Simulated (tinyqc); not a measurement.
Born-Oppenheimer dynamics on the RHF/sto-3g surface (energies and gradients from PySCF), for HF, spin multiplicity 1, step by step. Computed by tinyqc, a small Python program that keeps every step (integrals from PySCF). Settings: charge = 0, multiplicity = 1, basis = sto-3g, time step (fs) = 2.0, steps = 16. Command: `OMP_NUM_THREADS=1 python tinyqc.py 23291 23292 out.jsonl` (the two numbers bound the seeds that draw the settings). One thread of a shared host (Intel(R) Xeon(R) Processor @ 2.60GHz), about 0.9 s of CPU time with the checks.

## Velocity Verlet step 1

positions (bohr):
```
           x         y         z
1F  0.000000  0.000000  0.000000
2H  0.000000  0.000000  1.857601
```

velocities (bohr per atomic time unit):
```
               x             y             z
1F   0.000060652   0.000007707  -0.000006801
2H  -0.001143348  -0.000145293   0.000128199
```

gradient (hartree/bohr):
```
             x           y            z
1F  0.00000000  0.00000000  -0.03483687
2H  0.00000000  0.00000000   0.03483687
```

masses (electron masses): 1F 34631.970081, 2H 1837.152588

gradient after step 1 (hartree/bohr):
```
              x            y            z
1F  -0.00009087  -0.00001155   0.00164356
2H   0.00009087   0.00001155  -0.00164356
```

dt = 2 fs = 82.6827 atomic units; x' = x + v dt - g dt^2 / (2m); after the new gradient g', v' = v - (g + g') dt / (2m).

positions after step 1 (bohr):
```
            x          y         z
1F   0.005015   0.000637  0.002876
2H  -0.094535  -0.012013  1.803383
```

velocities after step 1 (bohr per atomic time unit):
```
               x             y             z
1F   0.000060761   0.000007721   0.000032823
2H  -0.001145393  -0.000145552  -0.000618748
```

## Velocity Verlet step 2

gradient after step 2 (hartree/bohr):
```
              x            y            z
1F  -0.00388914  -0.00049422   0.03411988
2H   0.00388914   0.00049422  -0.03411988
```

As before.

positions after step 2 (bohr):
```
            x          y         z
1F   0.010048   0.001277  0.005428
2H  -0.189408  -0.024069  1.755281
```

velocities after step 2 (bohr per atomic time unit):
```
               x             y             z
1F   0.000065512   0.000008325  -0.000009869
2H  -0.001234955  -0.000156934   0.000186035
```

## Energy conservation

The total energy should stay constant up to terms of order dt^2; the step counts as short enough if it moves by less than 2 % of the largest kinetic energy.

Trajectory:

| time (fs) | 1F-2H (angstrom) | potential (hartree) | kinetic (hartree) | total (hartree) |
|---|---|---|---|---|
| 0.000000 | 0.983000 | -98.57191633 | 0.00130082 | -98.57061551 |
| 2.000000 | 0.954266 | -98.57284549 | 0.00165986 | -98.57118563 |
| 4.000000 | 0.932075 | -98.57210562 | 0.00153255 | -98.57057307 |
| 6.000000 | 0.984341 | -98.57182605 | 0.00139871 | -98.57042734 |
| 8.000000 | 0.964112 | -98.57275209 | 0.00176586 | -98.57098623 |
| 10.000000 | 0.922994 | -98.57139172 | 0.00151595 | -98.56987577 |
| 12.000000 | 0.986740 | -98.57165482 | 0.00155270 | -98.57010212 |
| 14.000000 | 0.972273 | -98.57249315 | 0.00189581 | -98.57059734 |
| 16.000000 | 0.915353 | -98.57059172 | 0.00151836 | -98.56907336 |
| 18.000000 | 0.990143 | -98.57139071 | 0.00172570 | -98.56966501 |
| 20.000000 | 0.978749 | -98.57217612 | 0.00205752 | -98.57011860 |
| 22.000000 | 0.908516 | -98.56971433 | 0.00153456 | -98.56817977 |
| 24.000000 | 0.995035 | -98.57096840 | 0.00190841 | -98.56905999 |
| 26.000000 | 0.984192 | -98.57183627 | 0.00228760 | -98.56954866 |
| 28.000000 | 0.901218 | -98.56860222 | 0.00156843 | -98.56703380 |
| 30.000000 | 1.002833 | -98.57019456 | 0.00213394 | -98.56806061 |
| 32.000000 | 0.989936 | -98.57140749 | 0.00268736 | -98.56872013 |

The total energy moves within 4.2e-03 hartree; that is over 2 % of the largest kinetic energy, so the time step is too long.
